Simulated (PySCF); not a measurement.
The calculation used core-valence-separated Tamm–Dancoff BHandHLYP/aug-pcX-1 (pcseg-1 on H, def2-SVPD on S) in PySCF, non-relativistic, gas phase, PBE0-D3(BJ)/def2-SVP geometry. Absolute energies from this functional tend to lie a few eV below measured edges; no shift was applied.

Main lines of an unknown, eV (oscillator strength): C K: 285.6 (0.011), 285.6 (0.013), 285.6 (0.033), 285.7 (0.010), 285.8 (0.043). Listed: the first five lines at most of each edge with a tenth or more of its strongest line's intensity; roots within 0.03 eV on the same or equivalent atoms are summed. Only the lowest roots were sought, and the top ones are left out.

Question: Which candidate gives them?
A. `CCCC(=S)C`
B. `CCC1CSC1`
C. `CSC1CCC1`

Answer: C. 

- `CSC1CCC1`: C K: 285.6 (0.011), 285.6 (0.013), 285.6 (0.033), 285.7 (0.010), 285.8 (0.043). First C line listed at 285.6 eV, hole on the four-membered-ring carbon.
- `CCC1CSC1`: C K: 284.8 (0.099), 285.5 (0.016), 286.0 (0.020), 286.0 (0.033), 286.1 (0.035). First C line listed at 284.8 eV, hole on the sp3 carbon bound to sulfur.
- `CCCC(C)=S`: C K: 282.0 (0.078), 284.6 (0.010), 285.7 (0.011), 285.8 (0.014), 286.0 (0.020). First C line listed at 282.0 eV, hole on the thiocarbonyl carbon (1s→π*).

One conformer each; other structures than these candidates weren't tested.

Conformer computed: `[CH3:1][S:2][CH:3]1[CH2:4][CH2:5][CH2:6]1`: C1–S2–C3–C4 177°.
